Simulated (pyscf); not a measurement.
# Atom transfer: `[OH][B]([Cl])[Cl]` + `[H]` [doublet] → `[OH][B][Cl]` [doublet] + `[ClH]`

Gas phase, doublet surface, charge 0. Bonds broken: B2–Cl3. Bonds formed: Cl3–H6. PySCF, gas phase, ωB97X-D3(BJ)/def2-SVP geometries. Correlated levels are frozen-core, on RHF or UHF. ΔMP2 is the change of the MP2 total energy from the triple- to the quadruple-zeta basis.

Transition state (Å):

```xyz
6

O      1.5418     0.2894    -0.4629
B      0.2280     0.4161    -0.2723
Cl    -0.3911     0.3934     1.7865
Cl    -0.9786     0.2063    -1.5372
H      1.7953     0.0824    -1.3741
H     -0.6855     0.0465     3.1536
```

One imaginary mode, 601i cm⁻¹; descent along it reached the two sides named.

| bond | change | reactant side (Å) | saddle | product side |
|---|---|---|---|---|
| B2–Cl3 | breaks | 1.752 | 2.150 | 3.4 |
| Cl3–H6 | forms | 3.7 | 1.441 | 1.285 |

Electronic energies relative to the separated reactants (kcal/mol):

```tsv
level	barrier	reaction energy	reverse barrier
ωB97X-D3(BJ)/def2-TZVP	30.6	+18.9	11.8
PBE/def2-TZVP	20.1	+15.6	4.6
r²SCAN/def2-TZVP	20.8	+14.2	6.6
B3LYP-D3(BJ)/def2-TZVP	22.3	+14.0	8.4
PBE0-D3(BJ)/def2-TZVP	24.7	+17.1	7.6
M06-2X/def2-TZVP	28.4	+15.9	12.5
ωB97M-D3(BJ)/def2-TZVP	29.9	+18.1	11.8
HF/def2-TZVP	42.8	+15.3	27.5
MP2/def2-QZVPP	34.1	+20.1	14.1
CCSD/def2-TZVPP	30.4	+14.1	16.3
CCSD(T)/def2-TZVPP	29.5	+15.4	14.1
CCSD(T)/def2-TZVPP + ΔMP2(QZVPP)	28.4	+15.3	13.0
```

With CCSD(T)/def2-TZVPP + ΔMP2(QZVPP) energies and thermal terms (ideal gas, 1 atm, RRHO with modes under 100 cm⁻¹ raised to 100, one conformer, R ln 2 for chiral ones without a mode under 150 cm⁻¹), in kcal/mol:

```json
[
 {"T (K)": "298", "ΔH‡": "28.7", "ΔG‡": "34.6", "ΔH": "+17.3", "ΔG": "+14.1"},
 {"T (K)": "600", "ΔH‡": "28.2", "ΔG‡": "40.8", "ΔH": "+16.6", "ΔG": "+11.2"},
 {"T (K)": "900", "ΔH‡": "27.7", "ΔG‡": "47.2", "ΔH": "+15.6", "ΔG": "+8.7"},
 {"T (K)": "1200", "ΔH‡": "27.4", "ΔG‡": "53.8", "ΔH": "+14.7", "ΔG": "+6.5"}
]
```

This is the saddle that the search found; another between the same sides may lie lower. The angle at the transferred Cl is 166°. The CCSD(T) − MP2 part came from Ansatz, without density fitting, on the same reference.
